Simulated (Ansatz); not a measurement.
# C2H7Al: the cost of one run

Program: Ansatz 0.2.0. Level of theory: RKS B3LYP/STO-3G. These are calculated values, not measurements.

### Step 1. The system as given

Bond lengths: Al1–H2 1.560 Å, Al1–C3 1.970 Å, C3–H4 1.110 Å, C3–H5 1.110 Å, C3–C6 1.520 Å, C6–H7 1.110 Å, C6–H8 1.110 Å, C6–H9 1.110 Å, Al1–H10 1.560 Å. Angles (14 of 15 angles, heavy atoms first): Al1–C3–C6 109.5°, H2–Al1–C3 120.0°, C3–Al1–H10 120.0°, Al1–C3–H4 109.5°, Al1–C3–H5 109.5°, H4–C3–C6 109.4°, H5–C3–C6 109.4°, C3–C6–H7 109.5°, C3–C6–H8 109.5°, C3–C6–H9 109.5°, H2–Al1–H10 120.0°, H4–C3–H5 109.4°, H7–C6–H8 109.4°, H7–C6–H9 109.4°.

Structure file:

```xyz
10

Al    0.0000    0.0000    0.0000
H     0.0000    0.0000    1.5600
C     1.7060    0.0000   -0.9850
H     2.0356   -1.0462   -1.1552
H     1.5695    0.5080   -1.9624
C     2.7598    0.7369   -0.1745
H     3.6837    0.1238   -0.1234
H     2.9879    1.7088   -0.6598
H     2.3786    0.9171    0.8522
H    -1.3510    0.0000   -0.7800
```

### Step 2. Preparing the start

Contents of input.yaml:

```yaml
crystal:
  periodic: [false, false, false]
  atoms:
    - { symbol: Al, position_ang: [0.0, 0.0, 0.0] }
    - { symbol: H, position_ang: [0.0, 0.0, 1.56] }
    - { symbol: C, position_ang: [1.706, 0.0, -0.985] }
    - { symbol: H, position_ang: [2.0356, -1.0462, -1.1552] }
    - { symbol: H, position_ang: [1.5695, 0.508, -1.9624] }
    - { symbol: C, position_ang: [2.7598, 0.7369, -0.1745] }
    - { symbol: H, position_ang: [3.6837, 0.1238, -0.1234] }
    - { symbol: H, position_ang: [2.9879, 1.7088, -0.6598] }
    - { symbol: H, position_ang: [2.3786, 0.9171, 0.8522] }
    - { symbol: H, position_ang: [-1.351, 0.0, -0.78] }
basis:
  gaussian: { orbitals: STO-3G }
hamiltonian:
  xc: b3lyp
relax:
  f_tol: 0.02
  max_steps: 40
output:
  orbitals: {}
```

Command:

```sh
> ansatz run input.yaml --threads 1 --pin off --max-ram 2048MiB --backend cpu --events-out ev --progress --plain --runs-dir out
```

**Question.** How long does this run take on 1 thread of Arm Neoverse V1, shared host, and how much memory does it need?

About 24 s, with a peak of 0.099 GiB.
